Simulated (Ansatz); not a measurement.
# BSiNH+ (triplet): from Hartree-Fock to the top rungs, def2-QZVPP

An exercise on one series of results from a longer session: the logs are not shown, and one member is left open.

The runs use Ansatz 0.2.0, Gaussian basis; def2-QZVPP, core rule «outside noble gas», up to 7 orbitals frozen.

Plan: UHF; ROHF; CCSD(T) on UHF.

3 further runs of the same task are left out: 1 that didn't finish, 2 set aside as unsound or not needed.

### What is computed

The geometry is a PBE0/def2-TZVP stationary point (not a proven minimum) of the parent state, kept for this charge and spin.

4 atoms, charge 1, spin multiplicity 3.

Atoms are counted from 1 here; the program's logs count them from 0.

Bond lengths: N1–B2 1.336 Å, N1–Si3 1.777 Å, B2–Si3 2.063 Å, B2–H4 1.181 Å. Angles: B2–N1–Si3 81.7°, N1–B2–Si3 58.5°, N1–B2–H4 153.5°, Si3–B2–H4 148.1°, N1–Si3–B2 39.9°.

Set-up of the first run:

Contents of in.yaml:

```yaml
crystal:
  periodic: [false, false, false]
  atoms:
    - {symbol: N, position_ang: [0.000000, -0.759800, 0.665432]}
    - {symbol: B, position_ang: [0.000000, 0.473968, 1.177819]}
    - {symbol: Si, position_ang: [0.000000, 0.151704, -0.859531]}
    - {symbol: H, position_ang: [0.000000, 1.247631, 2.069996]}
basis:
  gaussian: {orbitals: "def2-QZVPP.json"}
total_charge: 1
magnetization: {spin_polarized: true, initial_magnetization: 2}
hamiltonian: {xc: hf}
output: {orbitals: {seedname: orbitals}}
```

Command:

```sh
$ ansatz run in.yaml --threads 1 --pin off --events-out ev --progress --plain --max-ram 2393MiB
```

Among the steps run: UHF; ROHF; CCSD(T) on UHF.

One table of the session follows, with a row left open; its other results are not shown here.

| method | from UCCSD(T) (kJ/mol) |
| --- | --- |
| ROHF | ? |
| UHF | +1047.7 |
| UMP2 | +106.4 |
| UCCSD | +60.1 |
| UCCSD(T) | 0 |

**Question.** Estimate the row for ROHF.

**Answer.** from UCCSD(T) (kJ/mol): +1076.1. In the column «from UCCSD(T) (kJ/mol)» it is the highest.
